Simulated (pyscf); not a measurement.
**1,1-elimination: H₃C–In(CH₃)–Cl (SMILES [CH3][In]([CH3])[Cl]) -> H₃C–Cl (SMILES CCl) + H₃C–In (SMILES [CH3][In]) [singlet]**

Gas phase, singlet surface, charge 0. Bonds broken: C1–In2, In2–Cl4. Bonds formed: C1–Cl4. PySCF, gas phase, ωB97X-D3(BJ)/def2-SVP geometries.

Transition state (Å):

```xyz
10

C      0.5576     1.9431     0.6053
In    -0.2804    -0.6444    -0.1305
C     -1.8889    -1.9591    -0.8678
Cl    -1.7535     1.5154     0.0951
H      0.8411     1.4961     1.5585
H      0.0986     2.9279     0.6620
H      1.2762     1.8061    -0.2027
H     -2.8482    -1.4826    -0.6066
H     -1.8241    -2.0483    -1.9656
H     -1.8427    -2.9700    -0.4321
```

One imaginary mode, 543i cm⁻¹; descent along it reached the two sides named, in the forms told below.

```csv
bond,change,reactant side (Å),saddle,product side
C1–In2,breaks,2.139,2.8,3.9
In2–Cl4,breaks,2.372,2.6,3.1
C1–Cl4,forms,3.7,2.405,1.785
```

Electronic energies relative to the reactant's lowest minimum found (eV):

```csv
level,barrier,reaction energy,reverse barrier
ωB97X-D3(BJ)/def2-TZVP,3.84,+2.15,1.69
PBE/def2-TZVP,2.89,+1.71,1.19
r²SCAN/def2-TZVP,3.19,+1.97,1.22
B3LYP-D3(BJ)/def2-TZVP,3.08,+1.68,1.39
PBE0-D3(BJ)/def2-TZVP,3.37,+1.89,1.49
M06-2X/def2-TZVP,3.63,+1.95,1.68
ωB97M-D3(BJ)/def2-TZVP,3.62,+1.83,1.80
HF/def2-TZVP,4.16,+1.72,2.44
```

With ωB97M-D3(BJ)/def2-TZVP energies and thermal terms (ideal gas, 1 atm, RRHO with modes under 100 cm⁻¹ raised to 100, one conformer, R ln 2 for chiral ones without a mode under 150 cm⁻¹), in eV:

| T (K) | ΔH‡ | ΔG‡ | ΔH | ΔG |
|---|---|---|---|---|
| 298 | 3.58 | 3.58 | +1.79 | +1.41 |
| 600 | 3.57 | 3.59 | +1.73 | +1.05 |
| 900 | 3.55 | 3.60 | +1.68 | +0.73 |
| 1200 | 3.52 | 3.62 | +1.62 | +0.42 |

On the product side the descent ends in a complex (not fully relaxed), 0.28 eV under the separated species and 1.96 eV under the saddle at ωB97X-D3(BJ)/def2-TZVP. The same reactants have a lower exit, to CH₃• + [H₃C–In–Cl]• (no saddle counted: cutting one bond costs +2.84 eV at ωB97M-D3(BJ)/def2-TZVP, against +3.62 eV here). One saddle was located; it need not be the lowest between these sides. One closed-shell reference is unstable to symmetry breaking; treat the single-reference values with care. Elements past Kr carry the def2 core potentials, without spin-orbit coupling.
